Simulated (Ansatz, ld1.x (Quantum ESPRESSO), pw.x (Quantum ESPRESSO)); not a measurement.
barium (Ba): one change to the TM potential, in the atom and in the bcc crystal

* Element: Ba
* Generator: ld1.x (Quantum ESPRESSO) 7.5
* Type: norm-conserving Troullier–Martins (Kleinman–Bylander form)
* Functional: PBE
* Relativity: scalar-relativistic
* Frozen core: [Xe]
* Valence charge: 2
* Reference configuration: 5d0 6s1.75 6p0.25
* Partial waves: 6p (bound): rc 3.95 bohr; 5d (bound, empty): rc 3.40 bohr; 6s (bound): rc 3.00 bohr
* Local potential: the s channel
* Core correction: a·sin(br)/r model core inside 2.90 bohr

Change: wave 6s (bound): rc 3.00 bohr becomes 6s (bound): rc 4.52 bohr.

Cutoffs, loose and tight: the cutoffs (Ry, on a coarse ladder) from which the occupation-weighted sum of valence levels, in a spherical-Bessel basis at the reference potential, stays within 10 and 1 mRy of its value at 400 Ry. They do not see the model core or the augmentation charge, which bear on the density cutoff. Test errors are all-electron minus pseudo excitation energies from the reference, over the configurations 5d0 6s2 6p0; 5d0 6s1 6p0; 5d0 6s1.5 6p0; 5d0.5 6s1.5 6p0; 5d1 6s0 6p0; 5d0 6s0 6p1; 5d1 6s1 6p0; variants that change the core or the reference have their own tests.

Crystal test: bcc Ba in pw.x 7.5, no spin, 9³ k-points, Fermi–Dirac smearing 0.01 Ry, cutoffs set for each file from its atomic test. The reference is all-electron LAPW (Ansatz 0.2.0) with the same functional, mesh and smearing; V0 and B0 come from Birch–Murnaghan fits to the pressures at five volumes. Errors are pseudo minus all-electron; Δ is the rms difference of the E(V) curves that follow from these fits, minima aligned, over ±6 % about the mean V0. Mesh and smearing are coarse, so the numbers serve the comparison and aren't converged zero-temperature values; the lattice is a test structure that the element need not adopt.

All-electron: a0 = 5.031 Å (V0 = 63.67 Å³/atom), B0 = 8.4 GPa.

Task: Does the change bring the crystal closer to the all-electron result?

Result: The mean pressure error goes from +0.24 to +0.42 GPa, so the change moves the solid further from the all-electron pressures.

```json
{"quantity": "outcome (atom)", "base": "generated", "changed": "generated"}
{"quantity": "cutoff, loose (atom)", "base": "8 Ry", "changed": "6 Ry"}
{"quantity": "cutoff, tight (atom)", "base": "15 Ry", "changed": "6 Ry"}
{"quantity": "bound ghosts (atom)", "base": "none", "changed": "none"}
{"quantity": "largest test error (meV) (atom)", "base": "-27", "changed": "-49"}
{"quantity": "cutoffs in pw.x (Ry)", "base": "50/200", "changed": "50/200"}
{"quantity": "a0 (Å)", "base": "5.073", "changed": "5.102"}
{"quantity": "a0 error (%)", "base": "+0.84", "changed": "+1.42"}
{"quantity": "B0 error (%)", "base": "+8.6", "changed": "+9.1"}
{"quantity": "Δ (meV/atom)", "base": "3.2", "changed": "5.4"}
{"quantity": "mean pressure error (GPa)", "base": "+0.24", "changed": "+0.42"}
```

Base: This is a poor potential for the solid. The logarithmic derivative shows an extra or strongly shifted pseudo pole above the reference energy (s near 1.12 Ry). Changed file: The largest radius (4.52 bohr) exceeds half the bond length (4.12 bohr), so the spheres overlap, which is one possible source of error among others. This is a poor potential for the solid. The atomic cutoffs weigh occupied waves only.
